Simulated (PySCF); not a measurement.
Telling isomers of C5H7N apart by NMR

One conformer, isolated molecule, one averaged value for each set of equivalent atoms, non-relativistic. σ from GIAO-PBE0/pcSseg-1; GFN2-xTB geometry; spin–spin couplings from B3LYP/pcJ-1 (spin–dipole term left out of most H,H and C,H couplings); PySCF 2.14.

Chemical shifts δ = σref − σ; $^{1}$H and $^{13}$C vs TMS, all at this level. Multiplet labels drop J under 1 Hz and among equivalent protons, and merge close values. Unscaled 3J(H,H) run several per cent high. Shifts are as computed. Against solution values, carbons near 30 ppm lie about +3 ppm off and those near 130 ppm about +5 ppm. Of 1211 compounds with measured shifts, 218 miss one by over three times the rms of a fit or turn the order of signals round; such compounds aren't used in these exercises.

(1) Tabulate the signals of `C/C=C\CC#N`, `C=C(C)[C@H]1C=N1`, `C=NC1=CCC1` and their relative energies.

(2) What is the quickest way to tell C/C=C\CC#N from C=C(C)[C@H]1C=N1?

(3) What is the quickest way to tell C/C=C\CC#N from C=NC1=CCC1?

(4) What is the quickest way to tell C=C(C)[C@H]1C=N1 from C=NC1=CCC1?

Results:

(1) 
| SMILES | carbon types | δC | δH | E rel. (kcal/mol) |
| --- | --- | --- | --- | --- |
| C/C=C\CC#N | 1×C 2×CH 1×CH2 1×CH3 | 138.7, 126.2, 121.3, 16.1, 16.0 | 6.08 (dqt, 1H), 5.69 (dtq, 1H), 3.03 (dd, 2H), 1.87 (dd, 3H) | 0.0 |
| C=C(C)[C@H]1C=N1 | 1×C 2×CH 1×CH2 1×CH3 | 181.7, 154.6, 116.5, 34.4, 24.1 | 10.79 (dt, 1H), 5.43 (quint, 1H), 5.30 (qd, 1H), 2.11 (d, 1H), 1.30 (t, 3H) | 36.6 |
| C=NC1=CCC1 | 1×C 1×CH 3×CH2 | 155.9, 151.1, 143.4, 28.3, 25.6 | 7.48 (dtd, 1H), 7.20 (dtd, 1H), 6.54 (tt, 1H), 2.66 (m, 2H), 2.43 (m, 2H) | 24.6 |

Energies are electronic energies at PBE0/pcSseg-1 on these geometries, without zero-point or thermal terms, each for the one conformer computed, which needn't be the lowest.

(2) Both give the same number of carbon signals, with the same numbers of each carbon type, so the positions decide. The first has an allylic sp3 CH2 at 16.1 ppm, the second a terminal =CH2 carbon at 116.5 ppm. Their most deshielded carbons lie at 138.7 and 181.7 ppm. In the proton spectra the most deshielded non-exchanging signals are 6.08 (dqt, J = 12.5, 7.9, 1.7 Hz, 1H) and 10.79 (dt, J = 1.8, 1.1 Hz, 1H).

(3) Both give the same number of carbon signals, but DEPT or the intensities differ. The first has an allylic methyl carbon (CH3) at 16.0 ppm, the second a C=N carbon (CH2) at 151.1 ppm. Their most deshielded carbons lie at 138.7 and 155.9 ppm. In the proton spectra the most deshielded non-exchanging signals are 6.08 (dqt, J = 12.5, 7.9, 1.7 Hz, 1H) and 7.48 (dtd, J = 17.3, 2.2, 1.0 Hz, 1H).

(4) Both give the same number of carbon signals, but DEPT or the intensities differ. The first has a three-membered-ring carbon (CH) at 34.4 ppm, the second an allylic sp3 CH2 at 28.3 ppm. Their most deshielded carbons lie at 181.7 and 155.9 ppm. In the proton spectra the most deshielded non-exchanging signals are 10.79 (dt, J = 1.8, 1.1 Hz, 1H) and 7.48 (dtd, J = 17.3, 2.2, 1.0 Hz, 1H).
